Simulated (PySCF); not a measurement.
trans-1-chloro-2-fluoroethylene, C2H2ClF.
SMILES with atom numbers: `[F:1]/[CH:2]=[CH:3]/[Cl:4]` (hydrogens: H5 on C2; H6 on C3)

The same species was optimised twice, with GFN2-xTB and with PBE0-D3(BJ)/def2-SVP (PySCF), and the same property calculations (PySCF, gas phase) were run on both structures.

```csv
coordinate,GFN2-xTB,PBE0-D3(BJ)/def2-SVP,change
C2–H5 (Å),1.079,1.094,+0.015
C3–H6 (Å),1.079,1.092,+0.013
F1–C2 (Å),1.338,1.326,-0.012
C3–Cl4 (Å),1.709,1.719,+0.010
C2=C3 (Å),1.322,1.331,+0.009
C3–C2–H5 (°),126.6,124.6,-2.0
F1–C2–H5 (°),112.9,114.2,+1.3
F1–C2–C3 (°),120.5,121.2,+0.7
C2–C3–H6 (°),122.8,122.2,-0.6
Cl4–C3–H6 (°),115.6,116.2,+0.6
C2–C3–Cl4 (°),121.6,121.7,+0.1
```

Rotational constants: A = 55190, B = 2484, C = 2377 MHz (GFN2-xTB) against A = 54624, B = 2469, C = 2362 MHz (PBE0-D3(BJ)/def2-SVP). Point groups within 0.08 Å: Cs and Cs.

On the GFN2-xTB structure: HOMO (eV) -7.49 [PBE0/pcSseg-1]; LUMO (eV) -0.15 [PBE0/pcSseg-1]; dipole (D) 0.22 [PBE0/pcSseg-1]; GIAO shielding of F1 (ppm) 297.9 [PBE0/pcSseg-1]; GIAO shielding of C2 (ppm) 24.0 [PBE0/pcSseg-1]; GIAO shielding of C3 (ppm) 67.9 [PBE0/pcSseg-1]; GIAO shielding of Cl4 (ppm) 842.3 [PBE0/pcSseg-1].

Problem. What do these properties become on the PBE0-D3(BJ)/def2-SVP structure?

Solution. 
```tsv
property	level	on GFN2-xTB	on PBE0-D3(BJ)/def2-SVP	change
HOMO (eV)	PBE0/pcSseg-1	-7.49	-7.46	+0.03
LUMO (eV)	PBE0/pcSseg-1	-0.15	-0.16	-0.01
dipole (D)	PBE0/pcSseg-1	0.22	0.25	+0.03
energy, GFN2-xTB geometry as zero (kcal/mol)	PBE0/pcSseg-1	0.0	0.0	0.0
GIAO shielding of F1 (ppm)	PBE0/pcSseg-1	297.9	298.5	+0.6
GIAO shielding of C2 (ppm)	PBE0/pcSseg-1	24.0	22.8	-1.2
GIAO shielding of C3 (ppm)	PBE0/pcSseg-1	67.9	65.2	-2.7
GIAO shielding of Cl4 (ppm)	PBE0/pcSseg-1	842.3	835.7	-6.6
```

The heavy atoms differ by 0.009 Å rms after alignment. Among all bonds C2–H5 changes most (+0.015 Å). Changes are differences of the printed values. Neither structure is proved a minimum here.
